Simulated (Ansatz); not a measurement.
Reaction (silylene formation by 1,1-elimination): `C[SiH2]O` → H₂O + `C[SiH]`

Isolated molecules relaxed with PBE0-D4/def2-TZVP in Ansatz; ΔE leaves out vibrations. CCSD(T)/CBS is extrapolated from def2-TZVPP and def2-QZVPP, frozen cores. Functionals use def2-TZVPP. B3LYP here is the variant with VWN-RPA as its local correlation; programs differ in this. Each species was taken in one conformer, which may not be the lowest.

Is it downhill or uphill in electronic energy at CCSD(T)/CBS, and by how much? (Best estimate.)

The calculation gave: Uphill: ΔE = +78.0 kcal/mol.

What do these levels give: LDA (SPW92), B3LYP-D4, BHLYP-D4, B2PLYP, PBE-QIDH, PBE, CAM-B3LYP, CCSD(T)/def2-QZVPP, MP2/cc-pV(D+d)Z, CCSD(T)/cc-pV(D+d)Z, MP2/cc-pV(T+d)Z, CCSD(T)/cc-pV(T+d)Z? (Best estimate.)

Computed: LDA (SPW92) 82.0, B3LYP-D4 76.6, BHLYP-D4 80.5, B2PLYP 77.7, PBE-QIDH 81.2, PBE 74.2, CAM-B3LYP 78.9, CCSD(T)/def2-QZVPP 77.3, MP2/cc-pV(D+d)Z 77.5, CCSD(T)/cc-pV(D+d)Z 72.0, MP2/cc-pV(T+d)Z 81.6, CCSD(T)/cc-pV(T+d)Z 76.8 kcal/mol.

Largest T1 diagnostic among the species: 0.012.

The D4 term adds +1.7 kcal/mol with B3LYP and +0.9 kcal/mol with PBE0; it sums over pairs of atoms, weighted by their polarisabilities, and B3LYP, whose exchange is more repulsive, gets the larger term. From PBE to PBE0 (25 % exact exchange), in def2-TZVPP and without D4, ΔE moves by +3.2 kcal/mol. Leaving LDA and LC-ωPBE aside and taking each functional with its dispersion term where it has one, the values, not all of them listed here, spread over 9.3 kcal/mol, from BLYP-D4 to r2SCAN0-D4. LDA lies +7.7 kcal/mol from PBE without D4.
